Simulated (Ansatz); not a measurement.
**NH2O (quartet): from Hartree-Fock to the top rungs at distance O1–H3 along a hydrogen transfer = 1.132 Å, cc-pVTZ**

Aim: climb from Hartree-Fock through coupled cluster and multireference methods for NH2O (quartet) at one geometry and basis, and see what each rung misses.

The runs use Ansatz 0.2.0, Gaussian basis; cc-pVTZ, core rule «outside noble gas», up to 2 orbitals frozen.

Plan: UHF; CCSD(T) on ROHF; CCSD(T) on UHF; BCCD(T) on ROHF; CISD; CCSDT(Q) on ROHF; CCSDT(Q) on UHF; CASSCF and NEVPT2, 5 electrons in 5 orbitals; CASSCF and NEVPT2, 13 electrons in 10 orbitals.

3 further runs of the same task are left out: 3 that didn't finish.

**1. What is computed**

The geometry derives from fragments relaxed apart (PBE0/def2-TZVP) and kept rigid, so it is no stationary point. A hydrogen atom is moved between rigid fragments.

4 atoms, charge 0, spin multiplicity 4.

Atoms are counted from 1 here; the program's logs count them from 0.

Bond lengths: O1–H2 0.960 Å, O1–H3 1.132 Å, H3–N4 1.109 Å. Angles: H2–O1–H3 105.1°, O1–H3–N4 180.0°.

Coordinates:

```xyz
4
H2NO
O    -1.00802   -0.02916    0.00000
H    -1.25733    0.89741    0.00000
H     0.12398   -0.02916    0.00000
N     1.23298   -0.02916    0.00000
```

**2. UHF**

Input file in.yaml:

```yaml
crystal:
  periodic: [false, false, false]
  atoms:
    - {symbol: O, position_ang: [-1.008017, -0.029165, 0.000000]}
    - {symbol: H, position_ang: [-1.257327, 0.897410, 0.000000]}
    - {symbol: H, position_ang: [0.123983, -0.029165, 0.000000]}
    - {symbol: N, position_ang: [1.232983, -0.029165, 0.000000]}
basis:
  gaussian: {orbitals: cc-pVTZ}
magnetization: {spin_polarized: true, initial_magnetization: 3}
hamiltonian: {xc: hf}
output: {orbitals: {seedname: orbitals}}
```

Run with:

```sh
ansatz run in.yaml --threads 1 --pin off --events-out ev --progress --plain --max-ram 8192MiB --backend cpu
```

After this run come: CCSD(T) on ROHF; CCSD(T) on UHF; BCCD(T) on ROHF; CISD; CCSDT(Q) on ROHF; CCSDT(Q) on UHF; CASSCF and NEVPT2, 5 electrons in 5 orbitals; CASSCF and NEVPT2, 13 electrons in 10 orbitals.

Q: Predict the results of all the runs planned. Wanted: UCCSDT(Q) below the RHF energy; RMP2 from UCCSDT(Q); UMP2 from UCCSDT(Q); RCCSD from UCCSDT(Q); RCCSD(T) from UCCSDT(Q); UCCSD(T) from UCCSDT(Q); RCCSDT(Q) from UCCSDT(Q); NEVPT2 pair from UCCSDT(Q); NEVPT2 valence from UCCSDT(Q).

The runs gave:

| quantity | value |
| --- | --- |
| UCCSDT(Q) below the RHF energy | -11.7173 eV |
| RMP2 from UCCSDT(Q) | +948.7 meV |
| UMP2 from UCCSDT(Q) | +1049.1 meV |
| RCCSD from UCCSDT(Q) | +425.1 meV |
| RCCSD(T) from UCCSDT(Q) | +41.8 meV |
| UCCSD(T) from UCCSDT(Q) | +42.9 meV |
| RCCSDT(Q) from UCCSDT(Q) | +5.3 meV |
| NEVPT2 pair from UCCSDT(Q) | +1016.9 meV |
| NEVPT2 valence from UCCSDT(Q) | +1459.9 meV |
| levels within 1 kcal/mol (43 meV) | RCCSD(T), UCCSD(T), RCCSDT, UCCSDT, RCCSDT(Q) |
| T1 diagnostic | 0.033 |
| effectively unpaired electrons | 3.01 |

RCCSD(T) misses by +41.8 meV, 0.4 % of the correlation energy. One determinant dominates. Of the multireference levels listed NEVPT2 pair comes nearest in total energy (+1016.9 meV), which doesn't show that its space is the better one. These misses are within one basis, not against nature; the frozen cores of restricted and unrestricted runs differ, which can shift their rows.
